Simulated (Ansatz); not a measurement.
Total energies of Al(PH3)H3 (AlPH6) from Ansatz at r2SCAN-D4/def2-TZVP, gas phase (1 Eh = 27.2114 eV = 2625.5 kJ/mol). The reference geometry is relaxed at PBE-D4/def2-TZVP.

```
atom    x (Å)    y (Å)    z (Å)
 Al1  -0.9274   0.9503  -0.5846
  P2   0.6798  -0.6970   0.4282
  H3   0.1864  -1.7197   1.2819
  H4   1.7230  -0.2264   1.2699
  H5   1.4696  -1.5165  -0.4221
  H6  -1.5060   1.5158   0.8036
  H7  -1.7978  -0.1231  -1.4041
  H8   0.1724   1.8166  -1.3728
```

```
                 state   geometry  energy (Eh)
      charge 0 singlet  reference   -587.31557
      charge 1 doublet  reference   -586.95097
free Al atom (doublet)          –   -242.33055
 free P atom (quartet)          –   -341.23792
 free H atom (doublet)          –     -0.49993
```

Task: Work out the vertical ionisation energy to the doublet.

Result: E(charge 1 doublet) − E(charge 0 singlet) = -586.95097 − (-587.31557) = 0.36460 Eh = 9.92 eV. For comparison, −ε of the highest occupied level is 6.90 eV at this level, 3.02 eV less.

Task: What is the binding energy per atom against free atoms?

Result: Atoms: 1 × (-242.33055) + 1 × (-341.23792) + 6 × (-0.49993) = -586.56805 Eh. Binding: -586.56805 − (-587.31557) = 0.74752 Eh = 20.34 eV, or 2.54 eV for each of 8 atoms (no zero-point energy, no counterpoise term).

At r2SCAN-D4/def2-TZVP the gap within one spin of the charge 1 doublet nearly closes, so an electron or hole may be smeared out by delocalisation error.
